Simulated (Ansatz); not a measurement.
# Breaking a bond in CH5Al (AlH2Me)

The species is CH5Al (7 atoms), meant as a singlet with charge 0. As SMILES, `[H][Al]([H])[CH3]`. Geometry: a GFN2-xTB relaxation, a rough one for these elements and not checked as a minimum.

```xyz
7

Al    0.5322    0.9260   -0.0028
H     2.0796    1.0307    0.0395
H    -0.1571    2.3156   -0.0328
C    -0.4568   -0.7945   -0.0027
H    -0.5786   -1.2238   -1.0051
H    -1.4692   -0.6903    0.4088
H     0.0499   -1.5636    0.5952
```

The Al1–H3 distance is scanned; the parts on either side stay rigid. Basis STO-3G, 6 core orbitals frozen in the correlated methods; program Ansatz 0.2.0. FCI is exact within this basis and core. Energies in eV from each method's value at 1.551 Å; methods without a U are spin-restricted. The shape above is that at 1.551 Å.

| distance (Å) | HF | BLYP | r2SCAN | PBE0 | CCSDT | CCSDTQ | FCI |
| --- | --- | --- | --- | --- | --- | --- | --- |
| 1.551 | 0.00 | 0.00 | 0.00 | 0.00 | 0.00 | 0.00 | 0.00 |
| 1.939 | 1.68 | 1.15 | 1.28 | 1.33 | 1.30 | 1.30 | 1.30 |
| 2.327 | 4.09 | 2.86 | 3.15 | 3.28 | 3.08 | 3.08 | 3.08 |
| 3.103 | 7.96 | 5.46 | 5.96 | 6.28 | 4.97 | 4.97 | 4.97 |
| 3.879 | 9.89 | 6.59 | 7.16 | 7.63 | 5.24 | 5.23 | 5.23 |

Departure from the FCI curve at its largest: HF +4.66 eV at 3.88 Å; BLYP +1.36 eV at 3.88 Å; r2SCAN +1.93 eV at 3.88 Å; PBE0 +2.40 eV at 3.88 Å; CCSDT within 0.005 eV; CCSDTQ within 0.005 eV. Restricted functionals keep the electrons paired too, and rise too high. Restricted Hartree–Fock keeps the electrons paired, so it rises far too high as the bond breaks.
